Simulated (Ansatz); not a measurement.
# SO (triplet): basis-set convergence

The task here is to estimate one member of a computed series from the others.

Method: one geometry, several basis sets; program: Ansatz 0.2.0, Gaussian basis.

Plan: PBE0-D4/def2-SVP; ωB97M-V/def2-SVP; PBE0-D4/def2-QZVPP; ωB97M-V/def2-QZVPP; CCSD(T)/cc-pV(D+d)Z; CCSD(T)/cc-pV(T+d)Z; CCSD(T)/cc-pV(Q+d)Z; the functionals' def2-TZVPP values are taken from earlier runs.

## The geometry

All runs share one geometry, relaxed beforehand with PBE0-D4 in a triple-zeta def2 set.

2 atoms, charge 0, spin multiplicity 3.

Atoms are counted from 1 here; the program's logs count them from 0.

Bond lengths: O1–S2 1.480 Å.

Set-up of the first run:

in.yaml

```yaml
crystal:
  periodic: [false, false, false]
  atoms:
    - {symbol: O, position_ang: [-0.000000, -0.000000, -0.993769]}
    - {symbol: S, position_ang: [0.000000, 0.000000, 0.485773]}
basis:
  gaussian: {orbitals: def2-SVP}
magnetization: {spin_polarized: true, initial_magnetization: 2}
hamiltonian: {xc: pbe0, dispersion: d4}
output: {orbitals: {seedname: orbitals}}
```

Started as:

```console
$ ansatz run in.yaml --threads 2 --pin off --events-out ev --progress --plain --max-ram 32768MiB --backend cpu
```

Among the steps run: PBE0-D4 in def2-SVP; ωB97M-V in def2-SVP; PBE0-D4 in def2-QZVPP; ωB97M-V in def2-QZVPP.

One table of the session follows, with a row left open; its other results are not shown here.

```
functional       basis  HOMO (eV)  LUMO (eV)
   PBE0-D4    def2-SVP      -7.39      -2.94
   PBE0-D4  def2-TZVPP      -7.58      -3.16
   PBE0-D4  def2-QZVPP          ?          ?
   ωB97M-V    def2-SVP      -9.42      -0.69
   ωB97M-V  def2-TZVPP      -9.62      -1.05
   ωB97M-V  def2-QZVPP      -9.70      -1.18
```

**Question.** Estimate the row for PBE0-D4, def2-QZVPP.

As computed: HOMO (eV): -7.64; LUMO (eV): -3.23. In the column «HOMO (eV)» it lies between ωB97M-V, def2-SVP (-9.42) and PBE0-D4, def2-TZVPP (-7.58).
